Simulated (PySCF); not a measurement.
Species: C5H6F (charge +1).
SMILES: `C[c+]1c(CF)c1`

Torsions of this conformer, `[CH3:1][c+:2]1[cH:3][c:4]1[CH2:5][F:6]`: C3–C4–C5–F6 180°.

The closed-shell ground state was solved at several levels (PySCF, density fitting, gas phase, non-relativistic). The structure is a single PBE0-D3(BJ)/def2-SVP conformer in the gas phase; no vibrational or solvent corrections.

```csv
level,basis functions,HOMO (eV),LUMO (eV),gap (eV)
B3LYP/pcJ-1,222,-14.57,-7.14,7.43
PBE0/pcSseg-1,132,-14.84,-6.89,7.95
HF/pcSseg-2,300,-18.42,-2.66,15.76
```

Problem. What might PBE0/def2-SVPD (171 basis functions) give for the same quantities?

Solution. HOMO -14.94 eV, LUMO -6.91 eV, gap 8.03 eV.

Problem. Over all these levels, which gives the widest orbital gap and which the narrowest?

Solution. HF/pcSseg-2 (Hartree–Fock, all exact exchange) has the widest, 15.76 eV, and B3LYP/pcJ-1 (global hybrid, 20 % exact exchange) the narrowest, 7.43 eV. Functional and basis both differ between the two, so the spread mixes both effects. The HOMO need not be the same orbital at Hartree–Fock and at DFT levels.
